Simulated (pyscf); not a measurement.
This saddle point was located with ωB97X-D3(BJ)/def2-SVP in PySCF.

```xyz
9

O      0.5733     1.4755     0.5121
Al    -0.2250    -0.0958    -0.0518
O      0.4892    -1.4438     0.7020
F     -0.6201    -0.1295    -1.6771
H      1.3175     1.4992     1.1234
H      0.4944    -2.3388     0.3611
O     -1.5538     0.7821     0.9003
H     -0.5680     1.5165     0.9516
H     -2.3621     1.1203     0.5001
```

Surface: singlet, charge 0. Lowest wavenumbers (cm⁻¹): 1035i, 143, 204, 212, 238.

Task: What reaction is this the transition state of?

Result: `[OH2]` + `[OH][Al]([OH])[F]` ⇌ `[OH][Al]([OH])[F]` + `[OH2]`, a four-centre exchange read from left to right: H–O, Al–O broken and Al–O, H–O formed. At ωB97M-D3(BJ)/def2-TZVP it lies -15.8 kcal/mol from the left side and -15.8 kcal/mol from the right (each side as separated species at their lowest minima found). On the reactant side the descent ends in an adduct with a Al–O contact, 27.3 kcal/mol under the separated species and 10.5 kcal/mol under the saddle at ωB97X-D3(BJ)/def2-TZVP. On the product side the descent ends in an adduct with a Al–O contact, 27.0 kcal/mol under the separated species and 10.2 kcal/mol under the saddle at ωB97X-D3(BJ)/def2-TZVP. At ωB97M-D3(BJ) the saddle lies under the separated reactants, which points to a path from their complex (located at ωB97X-D3(BJ) alone). At ωB97M-D3(BJ) the saddle lies under the separated products, which points to a path from their complex (located at ωB97X-D3(BJ) alone). What is counted as formed (Al–O) is already present as a longer contact in the reactant adduct; forming that adduct is a step of its own. What is counted as broken (Al–O) persists as a longer contact in the product adduct; parting that adduct is a step of its own. One saddle was located; it need not be the lowest between these sides.
